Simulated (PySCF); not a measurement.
# Peak assignment

Structure with atom numbers: `[OH:1][CH:2]1[CH2:3][CH2:4]1`; H(Xn) means a hydrogen on atom n. Ha(C3), Ha(C4) are cis to O1 on the ring; Hb(C3), Hb(C4) are trans to O1 on the ring.

- geometry: GFN2-xTB
- J: B3LYP/pcJ-1 (without the spin–dipole term)
- PBE0/pcSseg-1 with gauge-including orbitals
- run in PySCF 2.14
- fast rotation and ring inversion assumed for equivalent nuclei, in vacuum, one conformer, non-relativistic Hamiltonian

Scale: $^{13}$C, $^{1}$H against TMS (reference shieldings calculated alike).

(1) Assign these signals to the numbered atoms. $^{13}$C{$^{1}$H} NMR (computed): δ 50.9, 8.1.

(2) Assign these signals to the numbered atoms. $^{1}$H NMR (300 MHz, computed): δ 3.37 (tt, J = 7.4, 3.6 Hz, 1H), 0.49 (m, 2H), 0.15 (m, 2H), -0.91 (br s, 1H).

Answers

(1) 
50.9 → C2, three-membered-ring carbon: pulled downfield by the heteroatom
8.1 → C3/C4, three-membered-ring carbon

(2) 
3.37 → H(C2), hydrogen on a three-membered-ring carbon: its carbon carries O, which withdraws density
0.49 → Hb(C3)/Hb(C4), hydrogen on a three-membered-ring carbon
0.15 → Ha(C3)/Ha(C4), hydrogen on a three-membered-ring carbon
-0.91 → H(O1), hydrogen on an alcohol oxygen: exchangeable, gas-phase position

OH and NH positions are those of a molecule without intermolecular hydrogen bonds; in solution they move with solvent, concentration and temperature, and exchange usually removes their couplings. Splittings below 1 Hz are ignored in the labels, and close J values are merged. Couplings among chemically equivalent protons are left out too, so labels in AA′BB′ or AA′XX′ sets are apparent multiplicities. Unscaled 3J(H,H) at this level run about 10 % above measured values. Shifts are as computed. Against solution values, carbons near 30 ppm lie about +3 ppm off and those near 130 ppm about +5 ppm. Of 1211 compounds with measured shifts, 218 miss one by over three times the rms of a fit or turn the order of signals round; such compounds aren't used in these exercises. Couplings to exchangeable protons are dropped.
